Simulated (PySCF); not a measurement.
Compound: CH3NO.
Bonds: C1–N2, N2–O3 (double). Hydrogens: H4, H5, H6 on C1.

The closed-shell ground state was solved at several levels (PySCF, density fitting, gas phase, non-relativistic). Geometry: PBE0-D3(BJ)/def2-TZVP; no solvent, vibrations or thermal averaging.

```
                level  basis functions  total energy (Eh)  HOMO (eV)  LUMO (eV)  gap (eV)  dipole (D)
         KT3/pcSseg-2              150          -172.2842      -5.28      -3.50      1.78        2.29
        PBE0/pcSseg-2              150          -169.6730      -6.70      -2.24      4.46        2.48
CAM-B3LYP/aug-cc-pVTZ              207          -169.7925      -8.27      -1.01      7.26        2.51
       B97-2/pcSseg-2              150          -169.8035      -6.42      -2.37      4.05        2.45
     wB97X-D/pcSseg-2              150          -169.8076      -8.65      -0.30      8.35        2.51
     PBE0/aug-cc-pVTZ              207          -169.6700      -6.72      -2.27      4.45        2.44
```

Q: What might wB97X-D/aug-cc-pVTZ (207 basis functions) give for the same quantities?

A: Total energy -169.8038 Eh, HOMO -8.65 eV, LUMO -0.32 eV, gap 8.33 eV, dipole 2.46 D.

Q: Over all these levels, which gives the widest orbital gap and which the narrowest?

A: wB97X-D/pcSseg-2 (range-separated hybrid) has the widest, 8.35 eV, and KT3/pcSseg-2 (GGA) the narrowest, 1.78 eV. The two share the basis. From the narrowest to the widest the HOMO moves by -3.37 eV and the LUMO by +3.20 eV.

Q: In the pcSseg-2 basis, how does the gap go with the fixed share of exact exchange?

A: KT3 (0 %) 1.78 eV; B97-2 (21 %) 4.05 eV; PBE0 (25 %) 4.46 eV. Each rise in the share widens the gap here.

Q: How far do the dipole and the HOMO energy spread over the levels?

A: The dipole runs from 2.29 to 2.51 D (mean 2.45 D) and the HOMO from -8.65 to -5.28 eV.

The pairwise dispersion term of wB97X-D wasn't added to the energies; at a given geometry it leaves orbitals and properties as they are.
